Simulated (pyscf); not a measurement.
# Routes from `[F][SiH3]` + `[NH2][SiH3]`

Candidate steps break at most two bonds and form at most two. Each was searched with GFN2-xTB (tblite) first. Single points on ωB97X-D3(BJ)/def2-SVP structures (PySCF, gas phase). Energies: ωB97M-D3(BJ)/def2-TZVP, kJ/mol, from the separated reactants, singlet surface; ΔG‡ with ideal gas, 1 atm, RRHO with modes under 100 cm⁻¹ raised to 100, one conformer, R ln 2 for chiral ones without a mode under 150 cm⁻¹.

```csv
products,type,ΔE‡,ΔE,ΔG‡ 298 K,ΔG‡ 900 K,ν‡ (cm⁻¹)
H₂N–SiH₂–F + SiH₄,four-centre exchange,76.4,-33.9,132.9,237.4,354i
H₃Si–NH–SiH₃ + HF,four-centre exchange,118.8,+76.9,163.2,260.4,739i
```

Row 1: On the reactant side the descent ends in a complex (not fully relaxed), 16.9 kJ/mol under the separated species and 83.0 kJ/mol under the saddle at ωB97X-D3(BJ)/def2-TZVP. Row 2: On the reactant side the descent ends in a complex (not fully relaxed), 17.3 kJ/mol under the separated species and 127.8 kJ/mol under the saddle at ωB97X-D3(BJ)/def2-TZVP. On the product side the descent ends in a complex, 32.3 kJ/mol under the separated species and 73.5 kJ/mol under the saddle at ωB97X-D3(BJ)/def2-TZVP. 

Plain bond fissions and candidates not yet searched are not listed, and one of them may be faster. Each barrier is that of the saddle found; lower ones may exist.
